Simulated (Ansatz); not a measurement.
**ClHSSi: functionals against CCSD(T) at one geometry**

Aim: energy, forces and dipole at a structure displaced at random from a GFN2-xTB minimum, from CCSD(T) and from density functionals.

The runs use Ansatz 0.2.0, Gaussian basis; single points in def2-TZVPP.

Correlated methods freeze the cores.

### 1 Starting geometry

SMILES `S[Si]Cl`, 4 atoms, charge 0, spin multiplicity 1.

Atoms are counted from 1 here; the program's logs count them from 0.

Bond lengths: S1–Si2 2.176 Å, S1–H4 1.329 Å, Si2–Cl3 2.041 Å. Angles: Si2–S1–H4 95.5°, S1–Si2–Cl3 99.2°.

Coordinates:

```
S    -0.1298    0.9624   -0.5919
Si   -0.1865   -0.9327    0.4753
Cl    1.7769   -1.0591    1.0193
H    -1.4197    0.9676   -0.9128
```

### 2 CCSD(T)/def2-TZVPP

run/in.yaml reads:

```yaml
crystal:
  periodic: [false, false, false]
  atoms:
    - {symbol: S, position_ang: [-0.129800, 0.962400, -0.591900]}
    - {symbol: Si, position_ang: [-0.186500, -0.932700, 0.475300]}
    - {symbol: Cl, position_ang: [1.776900, -1.059100, 1.019300]}
    - {symbol: H, position_ang: [-1.419700, 0.967600, -0.912800]}
basis:
  gaussian: {orbitals: def2-TZVPP}
correlation: {method: ccsd_t}
output: {forces: true}
```

No record of the launch command was kept for these runs.

### 3 PBE0-D4/def2-TZVPP

Changes to run/in.yaml since step 2:

```diff
@@ -9,3 +9,3 @@
   gaussian: {orbitals: def2-TZVPP}
-correlation: {method: ccsd_t}
-output: {forces: true}
+hamiltonian: {xc: pbe0, dispersion: d4}
+output: {forces: true, orbitals: {seedname: orbitals}}
```

### 4 wB97M-V/def2-TZVPP

Changes to run/in.yaml since step 3:

```diff
@@ -9,3 +9,3 @@
   gaussian: {orbitals: def2-TZVPP}
-hamiltonian: {xc: pbe0, dispersion: d4}
-output: {forces: true, orbitals: {seedname: orbitals}}
+hamiltonian: {xc: {name: wB97M-V}}
+output: {forces: true}
```

### 5 r2SCAN-D4/def2-TZVPP

Changes to run/in.yaml since step 4:

```diff
@@ -9,3 +9,3 @@
   gaussian: {orbitals: def2-TZVPP}
-hamiltonian: {xc: {name: wB97M-V}}
+hamiltonian: {xc: r2scan, dispersion: d4}
 output: {forces: true}
```

### 6 PBE-D4/def2-TZVPP

Changes to run/in.yaml since step 5:

```diff
@@ -9,3 +9,3 @@
   gaussian: {orbitals: def2-TZVPP}
-hamiltonian: {xc: r2scan, dispersion: d4}
+hamiltonian: {xc: pbe, dispersion: d4}
 output: {forces: true}
```

### 7 B97M-V/def2-TZVPP

Changes to run/in.yaml since step 6:

```diff
@@ -9,3 +9,3 @@
   gaussian: {orbitals: def2-TZVPP}
-hamiltonian: {xc: pbe, dispersion: d4}
+hamiltonian: {xc: {name: B97M-V}}
 output: {forces: true}
```

### 8 CAM-B3LYP-D4/def2-TZVPP

Changes to run/in.yaml since step 7:

```diff
@@ -9,3 +9,3 @@
   gaussian: {orbitals: def2-TZVPP}
-hamiltonian: {xc: {name: B97M-V}}
+hamiltonian: {xc: {name: CAM-B3LYP}, dispersion: d4}
 output: {forces: true}
```

(Steps that only read results are left out.)

**Question.** What will these runs give? Wanted: energy less free atoms, CCSD(T)/def2-TZVPP; RMS force component; RMS force error; HOMO and LUMO, PBE0-D4; T1 diagnostic.

As calculated:

| quantity | value |
| --- | --- |
| energy less free atoms, CCSD(T)/def2-TZVPP | -1109.3 kJ/mol |
| RMS force component | 0.381 to 0.545 eV/Å over the methods |
| RMS force error | PBE0-D4 0.060, wB97M-V 0.037, r2SCAN-D4 0.054, PBE-D4 0.203, B97M-V 0.048, CAM-B3LYP-D4 0.059 eV/Å |
| HOMO and LUMO, PBE0-D4 | -7.14 and -2.48 eV |
| T1 diagnostic | 0.014 |

Against CCSD(T) the functionals' energies less atoms differ by -82.9 to -29.2 kJ/mol, PBE-D4 by -80.6 kJ/mol. CCSD(T) in triple zeta still lacks some correlation energy of the bonds, so part of these gaps is its own basis error and they don't rank the functionals. On forces the order runs from wB97M-V to PBE-D4. Frozen-core CCSD(T) forces in triple zeta carry basis errors of their own, and this is one geometry, so small gaps rank nothing. The restricted Hartree–Fock reference is unstable towards an unrestricted one at one or more of these structures.
